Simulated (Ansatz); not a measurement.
Rhombohedral A7 Bi, treated with LDA in Ansatz (PAW).

Numerical settings: plane-wave cutoff 520 eV, 14×14×14 k mesh, Fermi–Dirac smearing 0.05 eV, scalar-relativistic PAW data made under PBE.

Starting structure:

```yaml
crystal:
  lattice:
    - [2.27500, 1.31347, 3.95333]
    - [-2.27500, 1.31347, 3.95333]
    - [0.00000, -2.62694, 3.95333]
  atoms:
    - { symbol: Bi, position: [0.76600, 0.76600, 0.76600] }
    - { symbol: Bi, position: [0.23400, 0.23400, 0.23400] }
```

Into what structure does the relaxation of cell and atoms lead at this level, with the symmetry of the start kept?

The volume drops by 5.5 %; final space group R-3m.
```yaml
crystal:
  lattice:
    - [2.24640, 1.29696, 3.83284]
    - [-2.24640, 1.29696, 3.83284]
    - [0.00000, -2.59391, 3.83284]
  atoms:
    - { symbol: Bi, position: [0.76272, 0.76272, 0.76272] }
    - { symbol: Bi, position: [0.23728, 0.23728, 0.23728] }
```

Ansatz is a quantum-chemistry and plane-wave program.
